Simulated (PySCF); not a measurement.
Stepwise substitution at one centre (B H-F). Isolated molecules, 0 K electronic values unless said otherwise. Strings in code marks are SMILES.

The vertical ionisation energy (Delta-SCF) from two functionals at the same geometries (B3LYP-D3(BJ)/def2-TZVP), both in PySCF: PBE-D3(BJ)/def2-TZVP and ωB97X-D3(BJ)/def2-TZVP. Delta-SCF ions had no search for a lower state. 

```
species                        ωB97X-D3(BJ)/def2-TZVP (eV)
-----------------------------  ---------------------------
1 of 3 H replaced by F (`BF`)                        12.67
2 of 3 H replaced by F                               14.30
3 of 3 H replaced by F                               15.61
```

**Question.** What does PBE-D3(BJ)/def2-TZVP give for each?

**Answer.** 
- 1 of 3 H replaced by F (`BF`): 12.10
- 2 of 3 H replaced by F: 13.52
- 3 of 3 H replaced by F: 14.42
Over these rows, drawn at random from the members with no instability flagged (it was tested for open shells, ions and some series alone), PBE minus ωB97X-D3(BJ): mean -0.85 eV, from -1.19 eV to -0.58 eV.
